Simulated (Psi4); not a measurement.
Process, species as SMILES: N#N (N2) + 3 [H][H] (H2) → 2 N (NH3)
B3LYP-D3(BJ)/def2-TZVP geometries, fixed; electronic energies without zero-point terms.

Basis-set convergence of the energy of full hydrogenation at PBE with Psi4. All functions are spherical. Density fitting with the program's default auxiliary sets. Psi4's default fitting sets serve the pcseg sets less well. No added dispersion term, no relativity. Functions are those of the species that has most. Reference: the value in aug-cc-pVQZ, -46.91 kcal/mol, itself unsure by roughly 0.35 kcal/mol (its mean distance from cc-pV5Z, def2-QZVPPD, def2-QZVPP). Deviations are taken from unrounded values.

| basis | functions | energy of full hydrogenation (kcal/mol) | minus reference (kcal/mol) |
|---|---|---|---|
| cc-pVDZ | 29 | -37.69 | 9.22 |
| def2-SVP | 29 | -40.11 | 6.80 |
| 6-311+G** | 44 | -46.45 | 0.46 |
| def2-SVPD | 44 | -56.48 | -9.56 |
| jun-cc-pV(T+d)Z | 81 | -46.96 | -0.05 |
| def2-TZVPPD | 88 | -46.78 | 0.13 |
| aug-pcseg-2 | 115 | -47.46 | -0.55 |
| aug-pcseg-3 | 232 | -46.75 | 0.16 |
| pcseg-4 | 284 | -46.76 | 0.15 |

The smallest set listed that lies within 4 kcal/mol of the reference with all its larger relatives (same family, alike in diffuse functions; a set with none counts only in the reference's own line) is 6-311+G** (44 functions, 0.46 kcal/mol off). Inside, with no larger relative to test it: pcseg-4. (Relatives not listed, tested too: 6-311++G(2d,2p) -1.07, 6-311++G(3df,3pd) -0.47, aug-cc-pVTZ -0.17, def2-QZVPPD 0.28, aug-cc-pVQZ 0.00 kcal/mol.)
